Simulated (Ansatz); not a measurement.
in.yaml

```yaml
crystal:
  periodic: [false, false, false]
  atoms:
    - {symbol: Si, position_ang: [-0.872459, 0.000000, 0.000000]}
    - {symbol: H, position_ang: [-1.367331, 1.399708, 0.000000]}
    - {symbol: H, position_ang: [-1.367330, -0.699854, 1.212183]}
    - {symbol: H, position_ang: [-1.367331, -0.699854, -1.212183]}
    - {symbol: H, position_ang: [0.612156, 0.000000, 0.000000]}
    - {symbol: N, position_ang: [2.000541, 0.000000, 0.000000]}
basis:
  gaussian: {orbitals: 6-31G}
magnetization: {spin_polarized: true, initial_magnetization: 4}
correlation: {method: ccsdt, electrons: outside_noble_gas, diis_vectors: 12}
```

```sh
$ ansatz run in.yaml --threads 1 --pin off --events-out ev --progress --plain --max-ram 2393MiB
```

Question: One thing in this input was set wrong on purpose, beside settings that are merely unusual. What is the gravest fault, and what does the program do?

Answer: Multiplicity of wrong parity. How the run ends: refused.
```
Error: a molecule whose nuclei and cores have a total charge of 25 cannot have a net charge of 0 together with 4 unpaired electrons
```
